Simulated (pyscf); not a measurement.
Optimised with ωB97X-D3(BJ)/def2-SVP in PySCF. Correlated levels are frozen-core, on RHF or UHF. ΔMP2 is the change of the MP2 total energy from the triple- to the quadruple-zeta basis.

Task: `[BH2][Cl]` + `[CH4]` -> `[BH2][CH3]` + `[ClH]`
Surface: singlet. Broken: B–Cl, C–H. Formed: B–C, Cl–H. Give ΔE‡ and ΔE from CCSD(T)/def2-TZVPP + ΔMP2(QZVPP), relative to the separated reactants.

Result: ΔE‡ = 164.8 kJ/mol, ΔE = +97.9 kJ/mol. Zero-point energy shifts the barrier by -0.8 kJ/mol. It is a four-centre exchange, with an imaginary mode of 1007i cm⁻¹. The same reactants have a lower exit, to H₃C–BH–Cl + H₂ (barrier +120.7 kJ/mol at ωB97M-D3(BJ), against +159.9 kJ/mol here). This is the saddle that the search found; another between the same sides may lie lower. The CCSD(T) − MP2 part came from Ansatz, without density fitting, on the same reference.
